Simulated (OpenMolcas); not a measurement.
# BClO (boron chloride oxide) at HF/cc-pVTZ (RICD fitting, fitting threshold 0.0001)

What is the vertical electron affinity of BClO (boron chloride oxide) at HF/cc-pVTZ (RICD fitting, fitting threshold 0.0001)? 

Program for the calculation: OpenMolcas 26.06.

## Step 1: The system as given

BClO: 3 atoms, total charge 0, spin state singlet. SMILES: `O=BCl`. The shape is that of a GFN2-xTB optimisation.

Bond lengths: O1–B2 1.193 Å, B2–Cl3 1.639 Å. Angles: O1–B2–Cl3 179.9°.

## Step 2: Energy and gradient at HF/cc-pVTZ (RICD fitting, fitting threshold 0.0001)

The input, job.input:

```
&GATEWAY
BasLib
$CurrDir
Coord
3
angstrom
O        1.019560       0.606200       0.626990
B        0.113080       0.066620       0.069470
Cl      -1.132640      -0.672810      -0.696460
Basis
cc-pVTZ
Group
NoSym
RICD
aCD
CDThreshold
0.0001
&SEWARD
&SCF
PrOrbitals
0
&ALASKA
```

The basis set cc-pVTZ is read from a file made from the Basis Set Exchange's data (not shown).

Launch:

```sh
export MOLCAS_MEM=1860
pymolcas job.input > job.log
```

Log:

```text
--- Start Module: gateway ---
[...]
--- Stop Module: gateway /rc=_RC_ALL_IS_WELL_ ---
[...]
      Basis functions           94
[...]
--- Start Module: scf ---
[...]
       Convergence after  11 Iterations
[...]
::    Total SCF energy                               -559.1836003680
[...]
      Total spin, S                                     0.0000000000
[...]
      Total electronic charge=   30.000000
      Total            charge=   -0.000000
[...]
      Dipole Moment (debye):
      Origin of the operator (angstrom)=   -0.3559   -0.2113   -0.2188
                   X= -2.4131E+00               Y= -1.4368E+00               Z= -1.4842E+00           Total=  3.1765E+00
      Quadrupole Moment (debye*angstrom):
[...]
--- Stop Module: scf /rc=_RC_ALL_IS_WELL_ ---
[...]
--- Start Module: alaska ---
[...]
 *              Molecular gradients               *
 **************************************************
  Irreducible representation: a
 ------------------------------------------------------------------------------------------
                              X                       Y                       Z
 ------------------------------------------------------------------------------------------
  O1                1.14176157220651E-02    6.86315129009696E-03    7.02982780497052E-03
  B2               -3.81564070286927E-02   -2.27833185501636E-02   -2.34756597228835E-02
  CL3               2.67387913066539E-02    1.59201672600560E-02    1.64458319179559E-02
 ------------------------------------------------------------------------------------------
--- Stop Module: alaska /rc=_RC_ALL_IS_WELL_ ---
[...]
```

Run time: 4.8 s. Hardware: 1 thread of Arm Neoverse V2, shared host; peak memory 0.097 GiB.

## Step 3: The doublet anion at the same level

The input, job.inp:

```
&GATEWAY
BasLib=$CurrDir
Coord
3
angstrom
O        1.019560       0.606200       0.626990
B        0.113080       0.066620       0.069470
Cl      -1.132640      -0.672810      -0.696460
Basis=cc-pVTZ
Group=NoSym
RICD
aCD
CDThreshold=0.0001
&SEWARD
&SCF
UHF
Charge=-1
Spin=2
PrOrbitals=0
&ALASKA
```

The basis set cc-pVTZ is read from a file made from the Basis Set Exchange's data (not shown).

Launch:

```sh
export MOLCAS_MEM=1860
pymolcas job.inp > job.log
```

Log:

```text
--- Start Module: gateway ---
[...]
--- Stop Module: gateway /rc=_RC_ALL_IS_WELL_ ---
[...]
      Basis functions           94
[...]
--- Start Module: scf ---
[...]
       Convergence after  24 Iterations
[...]
::    Total SCF energy                               -559.0720149584
[...]
      Total spin, S                                     0.5059395227
[...]
      Total electronic charge=   31.000000
      Total            charge=   -1.000000
[...]
      Dipole Moment (debye):
      Origin of the operator (angstrom)=   -0.3559   -0.2113   -0.2188
                   X= -2.5952E+00               Y= -1.4820E+00               Z= -1.5891E+00           Total=  3.3848E+00
      Center of Charge (angstrom)
[...]
--- Stop Module: scf /rc=_RC_ALL_IS_WELL_ ---
[...]
--- Start Module: alaska ---
[...]
 *              Molecular gradients               *
 **************************************************
  Irreducible representation: a
 ------------------------------------------------------------------------------------------
                              X                       Y                       Z
 ------------------------------------------------------------------------------------------
  O1               -1.71172500735217E-02   -1.14762460957332E-02   -1.06734610865260E-02
  B2               -5.42441820070358E-02   -2.99451402778619E-02   -3.30969997211774E-02
  CL3               7.13614320805558E-02    4.14213863735995E-02    4.37704608077327E-02
 ------------------------------------------------------------------------------------------
--- Stop Module: alaska /rc=_RC_ALL_IS_WELL_ ---
[...]
```

It took 8.4 s on 1 thread of Arm Neoverse V2, shared host; peak memory 0.097 GiB.

## Step 4: Results

Level: HF/cc-pVTZ (RICD fitting, fitting threshold 0.0001).

```
                                         quantity          value
                       singlet BClO: total energy  -559.18360 Eh
                      singlet BClO: dipole moment         3.18 D
                        singlet BClO: HOMO energy      -13.54 eV
                        singlet BClO: LUMO energy        3.27 eV
                      singlet BClO: HOMO–LUMO gap       16.81 eV
           singlet BClO: largest force on an atom     2.584 eV/Å
                      doublet anion: total energy  -559.07201 Eh
doublet anion: HOMO energy (highest over α and β)        2.76 eV
 doublet anion: LUMO energy (lowest over α and β)        9.12 eV
                              doublet anion: ⟨S²⟩          0.762
          doublet anion: largest force on an atom     4.803 eV/Å
vertical electron affinity (to the doublet anion)      -3.036 eV
```

In words: The anion lies 3.04 eV (293 kJ/mol) above the neutral: the electron isn't bound at this level, and such a value depends on the basis. Without diffuse functions anions come out too high. Hartree–Fock misses the correlation that binds many anions. The largest force (singlet BClO) is 2.58 eV/Å: the shape isn't a stationary point for this species at this level. Mulliken charges (singlet BClO) run from -0.29 on O1 to +0.26 on B2; they depend strongly on the basis. Mulliken charges (doublet anion) run from -1.12 on B2 to +0.31 on Cl3. The HOMO (doublet anion) lies at positive energy, 2.76 eV: the electron is unbound at this level or held by a compact basis; values depend on the basis.
